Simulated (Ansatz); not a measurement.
Loss of CH4: C3H5F2 → C2HF2 + CH4

Species: C3H5F2 `C[C](F)CF`, doublet; C2HF2 `F/[C]=C\F`, doublet; CH4 `C`, singlet. This is a balance of energies; it says nothing on the path, which may need atoms to shift.

Shapes, held fixed at every level: PBE0-D4/def2-TZVP. Flexible molecules stand in one conformer, not always the lowest. Programs: Ansatz 0.2.0. The zero-point and thermal change to 298 K, harmonic and unscaled (PBE0-D4/def2-TZVP), is -10.9 kJ/mol.

```json
{"level": "HF/def2-SVP", "kind": "Hartree–Fock", "ΔH(298 K) (kJ/mol)": "+169.6", "CPU time (sum over the molecules)": "–"}
{"level": "SPW92/def2-TZVPP", "kind": "LDA", "ΔH(298 K) (kJ/mol)": "+217.8", "CPU time (sum over the molecules)": "8.9 s"}
{"level": "r2SCAN-D4/def2-TZVPP", "kind": "meta-GGA", "ΔH(298 K) (kJ/mol)": "+186.9", "CPU time (sum over the molecules)": "30 s"}
{"level": "B3LYP-D4/def2-TZVPP", "kind": "global hybrid", "ΔH(298 K) (kJ/mol)": "+178.4", "CPU time (sum over the molecules)": "29 s"}
{"level": "PBE0-D4/def2-TZVPP", "kind": "global hybrid", "ΔH(298 K) (kJ/mol)": "+196.0", "CPU time (sum over the molecules)": "20 s"}
{"level": "wB97M-V/def2-TZVPP", "kind": "range-separated hybrid", "ΔH(298 K) (kJ/mol)": "+190.3", "CPU time (sum over the molecules)": "60 s"}
{"level": "wB97X-V/def2-TZVPP", "kind": "range-separated hybrid", "ΔH(298 K) (kJ/mol)": "+198.0", "CPU time (sum over the molecules)": "50 s"}
{"level": "B2PLYP/def2-TZVPP", "kind": "double hybrid", "ΔH(298 K) (kJ/mol)": "+177.7", "CPU time (sum over the molecules)": "31 s"}
```

B2PLYP/def2-TZVPP gives ΔH(298 K) = +177.7 kJ/mol; the levels span +169.6 to +217.8. The median of the levels is +188.6. No measured value is set beside it here. Spin contamination: C2HF2 (⟨S²⟩ up to 0.94). Open shells run unrestricted. Times are processor times on shared x86 and Arm servers, and rough.
